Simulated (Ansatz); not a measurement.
Reaction: H2O2 (SMILES OO) + H+ → H3O2+ (SMILES O[OH2+])
Each species at its own B3LYP-D3(BJ)/def2-TZVP minimum (Ansatz, an electronic-structure program).

Total energies in hartree (Ansatz). UHF or UKS for unpaired electrons; spin-orbit terms are left out. Cores are frozen in correlated methods. No relativity.

```csv
species,HF/cc-pVTZ,CCSD(T)/cc-pVTZ,HF/cc-pVQZ,CCSD(T)/cc-pVQZ,CCSDT(Q)/cc-pVTZ
1: H2O2 (SMILES OO),-150.83573,-151.35850,-150.84801,-151.40811,-151.35976
2: H3O2+ (SMILES [OH2+]O),-151.10994,-151.62867,-151.12160,-151.67506,-151.62988
```

Question: Work out the proton affinity (electronic), positive where energy is released in kcal/mol: take Hartree-Fock from cc-pVQZ, extrapolate the CCSD(T) correlation energy as X^-3 (X = 3, 4), and add CCSDT(Q) - CCSD(T) in cc-pVTZ. 1 hartree = 627.51 kcal/mol.

Answer: 
Species 1: correlation (64·(-0.56010) - 27·(-0.52277))/37 = -0.58734; step -0.00126; E1 = -150.84801 + (-0.58734) + (-0.00126) = -151.43661
H+ has no electrons: E = 0
Species 2: correlation (64·(-0.55346) - 27·(-0.51873))/37 = -0.57880; step -0.00121; E2 = -151.12160 + (-0.57880) + (-0.00121) = -151.70161
+1·E1 -1·E2 = 0.26500 hartree = 166.3 kcal/mol.
